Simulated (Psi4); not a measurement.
**triplet [BCl2]+ at 6 levels**

Aim: a comparison of 6 runs (U-r2SCAN/cc-pVTZ, U-wB97M-V/cc-pVTZ, UB3LYP/cc-pVTZ, UDSD-PBEP86/cc-pVTZ, UPBE0/cc-pVTZ, UMP3/cc-pVTZ) of triplet [BCl2]+. 

The calculation is run with Psi4 1.11.

1 further run of the same task is left out (set aside as unsound or not needed).

### 1 The system as given

[BCl2]+: 3 atoms, total charge +1, spin state triplet. SMILES of the parent species: `Cl[B+]Cl`. Geometry: relaxed at PBE0-D4/def2-TZVP. That shape belongs to the parent species and isn't relaxed for this state.

Bond lengths: Cl1–B2 1.610 Å, B2–Cl3 1.610 Å. Angles: Cl1–B2–Cl3 180.0°.

### 2 The energy at U-r2SCAN/cc-pVTZ (run 1)

The input, job.py:

```python
import psi4

psi4.set_memory(2200000000)
psi4.set_num_threads(1)
psi4.set_output_file('psi4.out', False)

geom = psi4.geometry("""
1 3
Cl    -1.267920     0.785680    -0.605300
B      0.000010     0.000020     0.000000
Cl     1.267910    -0.785700     0.605290
symmetry c1
""")

psi4.set_options({
    'basis': 'cc-pVTZ',
    'reference': 'uks',
    'puream': True,
    'e_convergence': 1e-09,
    'd_convergence': 1e-08,
    'scf_type': 'pk',
    'dft_radial_points': 99,
    'dft_spherical_points': 590,
    'maxiter': 100,
})

E, wfn = psi4.energy("R2SCAN", molecule=geom, return_wfn=True)
psi4.oeprop(wfn, "MAYER_INDICES", "WIBERG_LOWDIN_INDICES", "DIPOLE")
print('E =', round(E, 9))
```

Started as:

```bash
$ python job.py
```

psi4.out:

```text
[...]
  Running in c1 symmetry.
[...]
  Nuclear repulsion =  103.386300936329633
[...]
  Multiplicity = 3
[...]
  Nalpha       = 20
  Nbeta        = 18
[...]
    Number of basis functions: 98
[...]
   @UKS iter   1:  -944.62417236832903    6.81598e-01   4.27414e-03 ADIIS/DIIS
[...]
   @UKS iter  31:  -944.72585222972145   -1.02659e-10   4.71659e-09 DIIS
[...]
   @S^2 Observed:                2.009174791E+00
[...]
    Orbital Energies [Eh]
    ---------------------
    Alpha Occupied:
       1A   -101.561546     2A   -101.561540     3A     -9.710349
       4A     -9.710349     5A     -7.456539     6A     -7.456539
       7A     -7.450704     8A     -7.450704     9A     -7.446051
      10A     -7.446050    11A     -6.957265    12A     -1.141741
      13A     -1.128950    14A     -0.759857    15A     -0.712508
      16A     -0.677029    17A     -0.643733    18A     -0.633937
      19A     -0.604257    20A     -0.366577
    Alpha Virtual:
      21A     -0.313444    22A     -0.259591    23A     -0.108273
      24A     -0.085467    25A     -0.041640    26A     -0.022809
[...]
  @UKS Final Energy:  -944.72585222972145
   => Energetics <=
    Nuclear Repulsion Energy =            103.3863009363296328
    One-Electron Energy =               -1497.5465869182771712
    Two-Electron Energy =                 509.6278114453050989
    DFT Exchange-Correlation Energy =     -60.1933776930790287
    Empirical Dispersion Energy =           0.0000000000000000
    VV10 Nonlocal Energy =                  0.0000000000000000
    Total Energy =                       -944.7258522297214540
[...]
 Multipole Moments:
 ------------------------------------------------------------------------------------
     Multipole            Electronic (a.u.)      Nuclear  (a.u.)        Total (a.u.)
 ------------------------------------------------------------------------------------
 L = 1.  Multiply by 2.5417464519 to convert [e a0] to [Debye]
 Dipole X            :         -0.0000134           -0.0000192           -0.0000326
 Dipole Y            :          0.0000096           -0.0000033            0.0000062
 Dipole Z            :          0.0000017            0.0000005            0.0000023
 Magnitude           :                                                    0.0000332
[...]
```

On the terminal:

```text
E = -944.72585223
```

Run time: 52 s. Hardware: 1 thread of Intel Xeon 6975P-C (Granite Rapids), shared host; peak memory 1.1 GiB.

### 3 A single-point energy at U-wB97M-V/cc-pVTZ (run 2)

The input, input.json:

```json
{
 "schema_name": "qcschema_input",
 "schema_version": 1,
 "molecule": {
  "schema_name": "qcschema_molecule",
  "schema_version": 2,
  "symbols": ["Cl", "B", "Cl"],
  "geometry": [-2.39602155, 1.48472002, -1.14385122, 1.89e-05, 3.779e-05, 0.0, 2.39600265, -1.48475782, 1.14383233],
  "molecular_charge": 1,
  "molecular_multiplicity": 3,
  "fix_symmetry": "c1"
 },
 "driver": "energy",
 "model": {
  "method": "wb97m-v",
  "basis": "cc-pVTZ"
 },
 "keywords": {
  "reference": "uks",
  "puream": true,
  "e_convergence": 1e-09,
  "d_convergence": 1e-08,
  "scf_type": "pk",
  "dft_radial_points": 99,
  "dft_spherical_points": 590,
  "maxiter": 100
 }
}
```

Started as:

```bash
$ psi4 --qcschema input.json -n 1 --memory 2200MB
```

stdout:

```text
[...]
  Running in c1 symmetry.
[...]
  Nuclear repulsion =  103.386300939243597
[...]
  Multiplicity = 3
[...]
  Nalpha       = 20
  Nbeta        = 18
[...]
    Number of basis functions: 98
[...]
   @UKS iter   1:  -944.71250827789743    5.11338e-01   1.67874e-03 ADIIS/DIIS
[...]
   @UKS iter  15:  -944.73024509333106   -2.09184e-11   8.95825e-09 DIIS
[...]
   @S^2 Observed:                2.003581075E+00
[...]
    Orbital Energies [Eh]
    ---------------------
    Alpha Occupied:
       1A   -102.235422     2A   -102.235419     3A     -9.989225
       4A     -9.989218     5A     -7.696970     6A     -7.696967
       7A     -7.689031     8A     -7.689028     9A     -7.684721
      10A     -7.684719    11A     -7.223659    12A     -1.299425
      13A     -1.286943    14A     -0.892542    15A     -0.841256
      16A     -0.801349    17A     -0.776541    18A     -0.759017
      19A     -0.728548    20A     -0.462337
    Alpha Virtual:
      21A     -0.202805    22A     -0.151530    23A     -0.027118
      24A     -0.012987    25A      0.023643    26A      0.027354
[...]
  @UKS Final Energy:  -944.73024509333106
   => Energetics <=
    Nuclear Repulsion Energy =            103.3863009392435970
    One-Electron Energy =               -1497.4247380557787892
    Two-Electron Energy =                 495.5247778013811057
    DFT Exchange-Correlation Energy =     -46.3759434201763483
    Empirical Dispersion Energy =           0.0000000000000000
    VV10 Nonlocal Energy =                  0.1593576419992079
    Total Energy =                       -944.7302450933310638
[...]
 Multipole Moments:
 ------------------------------------------------------------------------------------
     Multipole            Electronic (a.u.)      Nuclear  (a.u.)        Total (a.u.)
 ------------------------------------------------------------------------------------
 L = 1.  Multiply by 2.5417464519 to convert [e a0] to [Debye]
 Dipole X            :         -0.0000179           -0.0000192           -0.0000372
 Dipole Y            :          0.0000086           -0.0000033            0.0000053
 Dipole Z            :          0.0000089            0.0000005            0.0000094
 Magnitude           :                                                    0.0000387
[...]
```

The result, in JSON:

```text
{
 "driver": "energy",
 "model": {
  "method": "wb97m-v",
  "basis": "cc-pVTZ"
 },
 "success": true,
 "return_result": -944.7302450933311,
 "properties": {
  "calcinfo_nbasis": 98,
  "calcinfo_nmo": 98,
  "calcinfo_nalpha": 20,
  "calcinfo_nbeta": 18,
  "calcinfo_natom": 3,
  "nuclear_repulsion_energy": 103.3863009392436,
  "return_energy": -944.7302450933311,
  "scf_one_electron_energy": -1497.4247380557788,
  "scf_two_electron_energy": 495.5247778013811,
  "scf_vv10_energy": 0.15935764199920793,
  "scf_xc_energy": -46.37594342017635,
  "scf_dipole_moment": [-3.7154361896614676e-05, 5.316678880210583e-06, 9.427849334141347e-06],
  "scf_total_energy": -944.7302450933311,
  "scf_iterations": 15
 }
}
```

Run time: 47 s. Hardware: 1 thread of Intel Xeon 6975P-C (Granite Rapids), shared host; peak memory 1.2 GiB.

Runs 3 to 5 aren't shown in full; the table further down has their settings and results.

### 4 The energy at UMP3/cc-pVTZ (run 6)

The input, bcl2.dat:

```
memory 2.2 GB

molecule system {
  1 3
  Cl    -1.267920     0.785680    -0.605300
  B      0.000010     0.000020     0.000000
  Cl     1.267910    -0.785700     0.605290
  units angstrom
  symmetry c1
}

set {
  basis           cc-pVTZ
  reference       uhf
  puream          true
  e_convergence   1e-09
  d_convergence   1e-08
  scf_type        pk
  num_frozen_docc 11
  maxiter         100
  mp_type         conv
}

e = energy("mp3")
```

Started as:

```bash
$ psi4 bcl2.dat bcl2.out -n 1
```

bcl2.out:

```text
[...]
  Running in c1 symmetry.
[...]
  Nuclear repulsion =  103.386300936329633
[...]
  Multiplicity = 3
[...]
  Nalpha       = 20
  Nbeta        = 18
[...]
    Number of basis functions: 98
[...]
   @UHF iter   1:  -943.19648963700058    4.88637e-01   2.00948e-03 DIIS/ADIIS
[...]
   @UHF iter  20:  -943.23925787775022   -2.38742e-12   8.43654e-09 DIIS
[...]
   @S^2 Observed:                2.027275550E+00
[...]
    Orbital Energies [Eh]
    ---------------------
    Alpha Occupied:
       1A   -105.189860     2A   -105.189859     3A    -10.911328
       4A    -10.911319     5A     -8.390599     6A     -8.390597
       7A     -8.373414     8A     -8.373410     9A     -8.373285
      10A     -8.373283    11A     -7.924628    12A     -1.474874
      13A     -1.456378    14A     -0.971766    15A     -0.898743
      16A     -0.890358    17A     -0.839480    18A     -0.818999
      19A     -0.774472    20A     -0.500134
    Alpha Virtual:
      21A     -0.134789    22A     -0.105657    23A      0.027654
      24A      0.032812    25A      0.062636    26A      0.080435
[...]
  @UHF Final Energy:  -943.23925787775022
   => Energetics <=
    Nuclear Repulsion Energy =            103.3863009363296328
    One-Electron Energy =               -1497.1558765276342911
    Two-Electron Energy =                 450.5303177135544388
    Total Energy =                       -943.2392578777501058
  UHF NO Occupations:
  HONO-2 :   18  A 1.9951083
  HONO-1 :   19  A 1.0000000
[...]
 Multipole Moments:
 ------------------------------------------------------------------------------------
     Multipole            Electronic (a.u.)      Nuclear  (a.u.)        Total (a.u.)
 ------------------------------------------------------------------------------------
 L = 1.  Multiply by 2.5417464519 to convert [e a0] to [Debye]
 Dipole X            :         -0.0000308           -0.0000192           -0.0000500
 Dipole Y            :          0.0000087           -0.0000033            0.0000054
 Dipole Z            :         -0.0000082            0.0000005           -0.0000076
 Magnitude           :                                                    0.0000509
[...]
	SCS-MP2 Total Energy (a.u.)        :  -943.66301387608200
	SOS-MP2 Total Energy (a.u.)        :  -943.65827616902800
[...]
	SOS-PI-MP2 Total Energy (a.u.)     :  -943.69050834528014
[...]
	MP2 Total Energy (a.u.)            :  -943.67248929019001
[...]
	SCS-MP3 Total Energy (a.u.)        :  -943.67253269577986
[...]
	MP3 Total Energy (a.u.)            :  -943.71056456898123
[...]
```

Run time: 23 s. Hardware: 1 thread of Intel Xeon 6975P-C (Granite Rapids), shared host; peak memory 0.85 GiB.

### 5 Overview of the runs

| run | level | task | frozen core orbitals | energy (Eh) | HOMO energy (eV) | ⟨S²⟩ | wall time |
| --- | --- | --- | --- | --- | --- | --- | --- |
| 1 | U-r2SCAN/cc-pVTZ | energy | 0 | -944.725852 | -9.98 | 2.009 | 52 s |
| 2 | U-wB97M-V/cc-pVTZ | energy | 0 | -944.730245 | -12.58 | 2.004 | 47 s |
| 3 | UB3LYP/cc-pVTZ | gradient | 0 | -944.829636 | -10.54 | 2.006 | 34 s |
| 4 | UDSD-PBEP86/cc-pVTZ (density fitting for correlation) | energy | 11 | -944.087870 | -12.28 | 2.056 | 17 s |
| 5 | UPBE0/cc-pVTZ | gradient | 0 | -944.460160 | -10.82 | 2.007 | 37 s |
| 6 | UMP3/cc-pVTZ | energy | 11 | -943.710565 | -13.61 | 2.027 | 23 s |

### 6 Results

| quantity | value |
| --- | --- |
| run 6: total energy | -943.71056 Eh |
| run 6: HOMO energy (Hartree–Fock orbitals) (highest over α and β) | -13.61 eV |
| run 6: LUMO energy (Hartree–Fock orbitals) (lowest over α and β) | -11.08 eV |
| run 6: correlation energy (11 core orbitals frozen) | -471.3 mEh |
| run 6: ⟨S²⟩ of the reference determinant | 2.027 |

**Reading.** Totals of different functionals can't be ranked against each other. All runs together took 3.5 min, the longest 52 s.
